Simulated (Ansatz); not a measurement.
For CaB6-type LaB6, PBE+SOC in Ansatz (PAW) gives:

| Item | Value |
|---|---|
| lattice parameter a | 4.155 Å |
| bulk modulus B0 | 174 GPa |

What does r²SCAN (Ansatz, a quantum-chemistry and plane-wave program, plane waves, PAW) give for the same quantities?


- lattice constant a: 4.153 Å (hardly moves)
- bulk modulus: 180 GPa (goes up by 3.4 %)

For comparison: lattice constant a 4.157 Å (measured, 296 K, not corrected to a static lattice; as tabulated in Tsubota and Kitagawa (2017), doi:10.1038/s41598-017-15766-y); bulk modulus 164 ± 2 GPa (measured, room temperature, no zero-point or thermal correction, isothermal; as tabulated in LaB6 under pressure, Phys. Rev. B 80, 172104 (doi 10.1103/PhysRevB.80.172104)).

Changes are worked out from the printed values.

Unless a cell is named, each level is at its own relaxed cell (PBE+SOC 10.25, r²SCAN 10.23 Å³/atom).

Ansatz's density-functional and Hartree–Fock values are scalar-relativistic unless marked +SOC, with PAW data made under PBE.
